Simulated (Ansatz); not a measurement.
# C3H3NO (propiolamide): the cost of one run

All numbers are computed with the Python package of Ansatz 0.2.0. Level of theory: PBE0/STO-3G.

### 1 The structure

Bond lengths: C1–C2 1.206 Å, C2–C3 1.437 Å, C3–N4 1.426 Å, C3–O5 1.259 Å, C1–H6 1.058 Å, N4–H7 1.044 Å, N4–H8 1.044 Å. Angles: C1–C2–C3 180.0°, C2–C1–H6 180.0°, C2–C3–N4 120.3°, C2–C3–O5 119.7°, N4–C3–O5 120.0°, C3–N4–H7 120.6°, C3–N4–H8 120.3°, H7–N4–H8 119.0°.

No structure file is read: the coordinates are typed or built in the script.

### 2 The code

Contents of run_spin.py:

```python
import warnings

import ansatz as az
from rdkit import Chem
from rdkit.Chem import AllChem

BASIS_SET = "STO-3G"
XC = "pbe0"


def main() -> None:
    warnings.simplefilter("ignore", az.DeckWarning)

    rd = Chem.AddHs(Chem.MolFromSmiles("C#CC(N)=O"))
    AllChem.EmbedMolecule(rd, randomSeed=225)
    AllChem.UFFOptimizeMolecule(rd)
    geometry = az.Crystal.molecule()
    for atom, xyz in zip(rd.GetAtoms(), rd.GetConformer().GetPositions()):
        geometry = geometry.atom(atom.GetSymbol(), xyz.round(5).tolist())

    calc = geometry.calculation().basis(gaussian=BASIS_SET).functional(XC)
    found = {}
    for unpaired in [0, 2]:
        data = calc.spin("collinear", total=unpaired).run().report
        s = unpaired / 2
        found[unpaired] = data["free_energy_ev"]
        print(f"2S+1 = {unpaired + 1}: E = {found[unpaired]:.5f} eV, <S^2> = {abs(data['mean_field']['state']['spin_squared']):.3f} (pure state {s * (s + 1):.2f})")
    lowest = min(found, key=found.get)
    for unpaired, e in found.items():
        print(f"multiplicity {unpaired + 1}: {23.060548 * (e - found[lowest]):.1f} kcal/mol above the lowest")


if __name__ == "__main__":
    main()
```

### 3 The calls as engine input

The engine receives this input (first run):

```yaml
crystal:
  periodic: [false, false, false]
  atoms:
    - { symbol: C, position_ang: [1.75542, -0.67207, 0.98439] }
    - { symbol: C, position_ang: [0.73937, -0.53223, 0.35094] }
    - { symbol: C, position_ang: [-0.4719, -0.36473, -0.40405] }
    - { symbol: "N", position_ang: [-1.07337, 0.92312, -0.52189] }
    - { symbol: O, position_ang: [-1.00133, -1.36103, -0.96225] }
    - { symbol: H, position_ang: [2.64743, -0.79477, 1.54052] }
    - { symbol: H, position_ang: [-0.64216, 1.75612, -0.06264] }
    - { symbol: H, position_ang: [-1.95347, 1.0456, -1.07029] }
basis:
  gaussian:
    orbitals: STO-3G
hamiltonian:
  xc: pbe0
magnetization:
  spin_polarized: true
  initial_magnetization: 0.0
```

### 4 The run

On the command line:

```
python run_spin.py
```

What time and memory should one allow on 1 thread of Intel Xeon 6975P-C (Granite Rapids), shared host?

About 2.3 s, with a peak of 0.24 GiB.
